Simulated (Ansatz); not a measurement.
C3H6OS can be A, `SC1COC1`, or B, `CCSC=O`.

Program: Ansatz. Geometries: PBE0-D4/def2-TZVP. ΔE: electronic, gas phase. CCSD(T)/CBS is the MP2 limit (def2-TZVPP, def2-QZVPP) plus CCSD(T) − MP2 in def2-TZVPP, frozen cores. Functionals use def2-TZVPP. B3LYP here is the variant with VWN-RPA as its local correlation; programs differ in this. One conformer a species, not always the lowest.

A:

Z-matrix (Å, degrees):
```
C
C 1 1.532
S 1 1.798 2 114.5
C 1 1.533 2 84.1 3 -120.6
H 1 1.089 2 112.6 3 126.6
O 2 1.432 1 91.4 3 130.7
H 2 1.097 1 113.9 3 16.0
H 2 1.093 1 116.7 3 -113.1
H 3 1.342 1 97.3 2 173.9
H 4 1.095 1 113.5 2 104.7
H 4 1.094 1 116.8 2 -125.7
```

B:

Z-matrix (Å, degrees):
```
C
C 1 1.515
H 1 1.090 2 110.7
H 1 1.093 2 109.9 3 -119.3
H 1 1.091 2 111.3 3 120.8
S 2 1.807 1 113.3 3 -62.3
H 2 1.092 1 111.8 3 179.1
H 2 1.091 1 111.4 3 57.8
C 6 1.752 2 100.1 1 82.8
O 9 1.200 6 126.2 2 1.0
H 9 1.106 6 110.7 2 -179.4
```

Q: Which isomer does CCSD(T)/CBS put lower? Give the gap. (Best estimate.)

A: The calculation gave: B, by 128.3 kJ/mol.

Q: Give E(B) − E(A) in kJ/mol with B3LYP-D4, CCSD(T)/def2-SVP, B2PLYP, HF/def2-TZVPP, CCSD(T)/def2-TZVPP, LDA (SPW92), CCSD/def2-TZVPP. (Estimate.)

A: Ansatz gave: B3LYP-D4 -144.6, CCSD(T)/def2-SVP -136.4, B2PLYP -142.6, HF/def2-TZVPP -125.9, CCSD(T)/def2-TZVPP -127.0, LDA (SPW92) -123.2, CCSD/def2-TZVPP -120.6. None reverses the order clearly.

Q: Does the order hold for the free energy at 298.15 K (harmonic terms from PBE0-D4)? (Estimate.)

A: Ansatz gave: Yes: G(B) − G(A) = -130.6 kJ/mol, for one conformer each.

Largest T1 diagnostic: 0.015.

At CCSD(T), def2-SVP lies −8.1 kJ/mol from the extrapolated value and def2-TZVPP +1.3 kJ/mol. From PBE to PBE0 (25 % exact exchange), in def2-TZVPP and without D4, E(B) − E(A) moves by +16.4 kJ/mol.
